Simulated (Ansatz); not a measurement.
Cost and result for the atomization energy of C5H10 (`C=CCCC`) (15 atoms, 14 bonds).

Z-matrix (Å, degrees):
```
C
C 1 1.493
C 1 1.530 2 113.8
H 1 1.098 2 109.2 3 -121.3
H 1 1.094 2 109.1 3 122.4
C 2 1.326 1 124.7 3 -115.3
H 2 1.088 1 116.6 3 64.2
C 3 1.520 1 114.0 2 -63.4
H 3 1.095 1 108.8 2 59.4
H 3 1.095 1 108.3 2 174.7
H 6 1.086 2 121.3 1 -0.8
H 6 1.084 2 121.7 1 179.4
H 8 1.092 3 111.8 1 63.3
H 8 1.094 3 111.1 1 -57.0
H 8 1.092 3 111.1 1 -176.8
```

Total charge 0; spin multiplicity 1. The structure was optimised at the PBE0-D4/def2-TZVP level. It is one conformer, not always the lowest. Program: Ansatz. All runs use 4 threads of an Intel Xeon Platinum 8488C on a shared host. Times are those of one run each, without the atoms' runs, and a repeat can differ threefold. Electronic energies, without spin–orbit coupling; frozen cores. CCSD(T)/CBS adds CCSD(T) − MP2 in def2-TZVPP to the MP2 limit, and its time is that of the two runs behind it. T1 = 0.009. B3LYP takes the VWN-RPA correlation (the form of Gaussian; ORCA's B3LYP/G).

CCSD(T)/CBS is a level of theory with its own doubt, some kJ/mol a heavy atom from the limit and from the frozen cores, so smaller differences don't rank the functionals.

```tsv
level	functions	wall time
PBE-D4/def2-TZVPP (with forces)	295	2 s
PBE0-D4/def2-TZVPP	295	2.2 s
r2SCAN-D4/def2-TZVPP (with forces)	295	3.3 s
B3LYP-D4/def2-TZVPP (with forces)	295	3.7 s
B2PLYP/def2-TZVPP	295	4.6 s
ωB97X-V/def2-TZVPP	295	5.5 s
ωB97M-V/def2-TZVPP (with forces)	295	8 s
MP2/def2-QZVPP	585	26 s
CCSD(T)/def2-TZVPP	295	5.7 min
CCSD(T)/CBS(def2)	–	6.1 min
```

Q: What atomization energy does each give, and how far from CCSD(T)/CBS? (Best estimate.)

A: Ansatz gave: 
| level | atomization (kJ/mol) | difference from CCSD(T)/CBS | per bond |
| --- | --- | --- | --- |
| PBE-D4/def2-TZVPP (with forces) | 6175.3 | 117.6 | 8.4 |
| PBE0-D4/def2-TZVPP | 6105.6 | 47.9 | 3.4 |
| r2SCAN-D4/def2-TZVPP (with forces) | 6072.3 | 14.6 | 1.0 |
| B3LYP-D4/def2-TZVPP (with forces) | 6072.1 | 14.4 | 1.0 |
| B2PLYP/def2-TZVPP | 6011.9 | -45.8 | -3.3 |
| ωB97X-V/def2-TZVPP | 6060.9 | 3.2 | 0.2 |
| ωB97M-V/def2-TZVPP (with forces) | 6074.3 | 16.6 | 1.2 |
| MP2/def2-QZVPP | 6060.8 | 3.1 | 0.2 |
| CCSD(T)/def2-TZVPP | 5934.7 | -123.0 | -8.8 |
| CCSD(T)/CBS(def2) | 6057.7 | 0.0 | 0.0 |

The D4 term adds +41.0 kJ/mol with B3LYP and +21.8 kJ/mol with PBE0; it sums over pairs of atoms, weighted by their polarisabilities, and B3LYP, whose exchange is more repulsive, gets the larger term. In def2-TZVPP, CCSD(T) changes the Hartree–Fock value by +1327.2 kJ/mol (the triples alone add +71.7 kJ/mol) and MP2 by +1381.1 kJ/mol; breaking electron pairs costs correlation energy, which Hartree–Fock lacks. From PBE to PBE0 (25 % exact exchange), in def2-TZVPP and without D4, the atomization energy moves by −65.6 kJ/mol: exact exchange takes away binding that semilocal exchange gives to molecules.
